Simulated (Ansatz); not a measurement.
## One elementary step

Start structure (CH$_{7}$NSi, closed shell), relaxed at PBE0-D4/def2-TZVP:

```
atom    x (Å)    y (Å)    z (Å)
 Si1  -0.4516   0.1444   0.4748
  N2   0.7418   1.3879   0.4199
  C3   0.0014  -1.2081  -0.7258
  H4   0.9794  -1.6305  -0.4863
  H5  -1.8413   0.5979   0.1529
  H6  -0.4691  -0.3498   1.8788
  H7   0.9369   1.8550  -0.4516
  H8   0.8062   2.0379   1.1870
  H9  -0.7404  -2.0104  -0.7002
 H10   0.0370  -0.8244  -1.7492
```

The step: CH₇NSi ([CH3][SiH2][NH2]) → CH₄Si ([CH2][SiH2]) + NH₃ (still joined by a long Si–N bond); bonds formed: N2–H4; bonds broken: C3–H4; bonds weakened to dative contacts: Si1–N2. Program: Ansatz 0.2.0. Basis: def2-TZVPP and def2-QZVPP. Cores are frozen in the correlated methods. Extrapolation: Hartree–Fock as exp(−7.88 √X), correlation as X^−2.97. Energies below are by CCSD(T) at an estimated basis limit (MP2 extrapolated from triple and quadruple zeta, plus CCSD(T) − MP2 in triple zeta).

Question: What are the electronic barrier and the energy of the step, from the start structure to the end structure? (An estimate is asked for; the value comes from the calculation.)

Answer: By the calculation: Barrier 276.2 kJ/mol; step energy 232.0 kJ/mol (uphill); reverse barrier, their difference, 44.2 kJ/mol. Barrier and step energy count from the start structure, the reverse barrier from the end structure.

The saddle point: One imaginary mode of 1223i cm⁻¹.
```tsv
pair	start (Å)	saddle (Å)	end (Å)
N2–H4	3.16	1.19	1.02
Si1–N2	1.72	1.90	2.10
C3–H4	1.09	1.71	2.98
```

Zero-point energy (harmonic, PBE0-D4): ZPE is 208.4 kJ/mol at the start and 195.2 kJ/mol at the saddle, so the barrier goes from 276.2 to 263.0 kJ/mol.

First-order rate constant out of the start structure at 298 K by transition-state theory, with harmonic vibrational free energies alone and no tunnelling: ΔA‡ = 264.7 kJ/mol, so k = (kB T/h) exp(−ΔA‡/kB T) ≈ 10^-34 s⁻¹ (an order of magnitude at best: rotation, the number of equivalent paths and anharmonicity are left out).

No T1 diagnostic of these runs exceeds 0.013. The end structure is not quite a true minimum (one mode of 90i cm⁻¹).

Labels in which every atom is bracketed show which atoms are joined, not bond orders.

For scale, one of the runs: CCSD(T)/def2-TZVPP, 202 basis functions, launched by `ansatz run in.yaml --threads 2 --pin off --events-out ev --progress --plain --max-ram 4352MiB`. Hardware: 2 CPU threads of an Arm Neoverse V2, shared host. Wall time 46 s; peak host memory 2.5 GiB.
